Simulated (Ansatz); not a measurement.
# BH₂S (quartet): the correlation ladder, def2-QZVPP

An exercise on one series of results from a longer session: the logs are not shown, and one member is left open.

Method: def2-QZVPP, core rule «outside noble gas», up to 6 orbitals frozen; program: Ansatz 0.2.0, Gaussian basis.

The runs, in order: UHF; ROHF; CCSD(T) on UHF.

2 further runs of the same task are left out: 2 set aside as unsound or not needed. Runs told in other sessions of the task aren't counted.

### The geometry

The geometry is a PBE0/def2-TZVP stationary point (not a proven minimum) of the parent state, kept for this charge and spin.

4 atoms, charge 0, spin multiplicity 4.

Atoms are counted from 1 here; the program's logs count them from 0.

Bond lengths: B1–S2 1.742 Å, B1–H3 1.189 Å, S2–H4 1.348 Å. Angles: S2–B1–H3 125.0°, B1–S2–H4 99.6°.

Coordinates:

```xyz
4
BH2S
B     0.00000   -0.24796    1.24866
S     0.00000    0.10202   -0.45771
H     0.00000    0.56947    2.11252
H     0.00000   -1.15532   -0.94470
```

Set-up of the first run:

Contents of in.yaml:

```yaml
crystal:
  periodic: [false, false, false]
  atoms:
    - {symbol: B, position_ang: [0.000000, -0.247959, 1.248665]}
    - {symbol: S, position_ang: [0.000000, 0.102017, -0.457708]}
    - {symbol: H, position_ang: [0.000000, 0.569475, 2.112516]}
    - {symbol: H, position_ang: [0.000000, -1.155317, -0.944703]}
basis:
  gaussian: {orbitals: "def2-QZVPP.json"}
magnetization: {spin_polarized: true, initial_magnetization: 3}
hamiltonian: {xc: hf}
output: {orbitals: {seedname: orbitals}}
```

Started as:

```bash
ansatz run in.yaml --threads 1 --pin off --events-out ev --progress --plain --max-ram 2393MiB
```

Among the steps run: UHF; ROHF; CCSD(T) on UHF.

One table of the session follows, with a row left open; its other results are not shown here.

| method | from UCCSD(T) (meV) |
| --- | --- |
| ROHF | ? |
| UHF | +7882.7 |
| UMP2 | +1220.6 |
| UCCSD | +314.0 |
| UCCSD(T) | 0 |

Q: Estimate the row for ROHF from the others.

The run gave: from UCCSD(T) (meV): +8140.3. In the column «from UCCSD(T) (meV)» it is the highest.
